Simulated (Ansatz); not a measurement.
**SiHF: up Jacob's ladder to CCSD(T)**

One table from this session's results is given with a row withheld; the runs are named, their logs left out.

The runs use Ansatz 0.2.0, Gaussian basis; functionals in def2-TZVPP, the program's frozen cores in correlated methods.

Levels to be run: LDA (SPW92), PBE-D4, revPBE-D4, BLYP-D4, r2SCAN-D4, B97M-V, PBE0-D4, B3LYP-D4, r2SCANh-D4, r2SCAN0-D4, HSE06-D4, BHLYP-D4, CAM-B3LYP-D4, LC-ωPBE, ωB97X-V, ωB97M-V, B2PLYP, PBE-QIDH; CCSD(T)/def2-SVP; CCSD(T)/def2-TZVPP; CCSD(T)/def2-QZVPP; extrapolation to the limit; RPA on PBE.

## Structure used throughout

An earlier PBE0-D4 in a triple-zeta def2 set relaxation fixed the geometry.

3 atoms, charge 0, spin multiplicity 1.

Atoms are counted from 1 here; the program's logs count them from 0.

Bond lengths: F1–Si2 1.612 Å, Si2–H3 1.540 Å. Angles: F1–Si2–H3 96.3°.

Set-up of the first run:

in.yaml reads:

```yaml
crystal:
  periodic: [false, false, false]
  atoms:
    - {symbol: F, position_ang: [-1.090239, 0.024419, -0.602325]}
    - {symbol: Si, position_ang: [0.186840, 0.629368, 0.173848]}
    - {symbol: H, position_ang: [0.892399, -0.718587, 0.415277]}
basis:
  gaussian: {orbitals: def2-TZVPP}
hamiltonian: {xc: lda}
output: {orbitals: {seedname: orbitals}}
```

Run with:

```sh
ansatz run in.yaml --threads 2 --pin off --events-out ev --progress --plain --max-ram 32768MiB --backend cpu
```

Steps of the session up to this table: LDA; PBE-D4 (GGA); revPBE-D4 (GGA); BLYP-D4 (GGA); r2SCAN-D4 (meta-GGA); B97M-V (meta-GGA); B3LYP-D4 (hybrid); r2SCANh-D4 (hybrid); r2SCAN0-D4 (hybrid); HSE06-D4 (hybrid); BHLYP-D4 (hybrid); CAM-B3LYP-D4 (range-separated); LC-ωPBE (range-separated); ωB97X-V (range-separated); ωB97M-V (range-separated); B2PLYP (double hybrid); PBE-QIDH (double hybrid).

One of the session's tables, all rows but one given; the rest of the session is left out.

It belongs to the step «Frontier levels by functional». 

```
  functional  HOMO (eV)  LUMO (eV)  gap (eV)
 LDA (SPW92)      -5.89      -3.71      2.18
      PBE-D4      -5.83      -3.52      2.31
   revPBE-D4          ?          ?         ?
     BLYP-D4      -5.74      -3.38      2.35
   r2SCAN-D4      -6.06      -3.39      2.67
      B97M-V      -6.13      -3.37      2.76
     PBE0-D4      -6.97      -2.65      4.32
    B3LYP-D4      -6.80      -2.85      3.95
  r2SCANh-D4      -6.48      -3.06      3.42
  r2SCAN0-D4      -7.10      -2.57      4.54
    HSE06-D4      -6.56      -3.03      3.53
    BHLYP-D4      -8.01      -1.71      6.30
CAM-B3LYP-D4      -8.29      -1.53      6.76
     LC-ωPBE      -9.58      -0.38      9.20
     ωB97X-V      -9.25      -0.47      8.79
     ωB97M-V      -9.07      -0.60      8.47
```

Q: Estimate the row for revPBE-D4 from the others.

As computed: HOMO (eV): -5.80; LUMO (eV): -3.45; gap (eV): 2.36. In the column «HOMO (eV)» it lies between PBE-D4 (-5.83) and BLYP-D4 (-5.74).
